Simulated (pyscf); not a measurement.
Elementary routes open to [H₂C=SiH]• + H₂ in the gas phase (doublet surface):
A. H₂C=SiH₂ + H• (H–H broken; H–Si formed)
B. H₃C–SiH: [singlet] + H• (H–H broken; C–H formed)

Structures and frequencies: ωB97X-D3(BJ)/def2-SVP in PySCF.

Question: Rank the routes by free-energy barrier at 1200 K, lowest first, for ωB97M-D3(BJ)/def2-TZVP energies (ideal gas, 1 atm, RRHO with modes under 100 cm⁻¹ raised to 100, one conformer, R ln 2 for chiral ones without a mode under 150 cm⁻¹).

Answer: A (45.5 kcal/mol), B (48.0 kcal/mol)

Route A is the fastest of these, ahead of the next by 2.5 kcal/mol. The most stable products are those of B (ΔG = +14.8 kcal/mol), whose barrier is 2.5 kcal/mol higher: the kinetic and the thermodynamic product differ. At 298 K A is still the fastest. Only these routes are compared; each barrier is that of the saddle found, and lower ones may exist.
